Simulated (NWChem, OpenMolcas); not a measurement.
## How basis sets differ on BPH4 (SMILES BP)

BPH4: 6 atoms, total charge 0, spin state singlet. SMILES: `BP`. The shape is that of a GFN2-xTB optimisation.

Quantity: the HOMO–LUMO gap, in eV. The values are calculated.

```json
{"level": "HF/STO-3G", "kind": "Hartree–Fock", "program": "OpenMolcas", "value (eV)": "14.13"}
{"level": "HF/3-21G", "kind": "Hartree–Fock", "program": "NWChem", "value (eV)": "12.02"}
{"level": "HF/ANO-S-VDZ (RICD fitting)", "kind": "Hartree–Fock", "program": "OpenMolcas", "value (eV)": "11.39"}
{"level": "HF/def2-SVP", "kind": "Hartree–Fock", "program": "NWChem", "value (eV)": "11.82"}
```

The values span 11.39 to 14.13 eV. A Hartree–Fock LUMO above zero doesn't converge with the basis: it sinks as sets grow more diffuse. Orbital gaps aren't excitation energies.
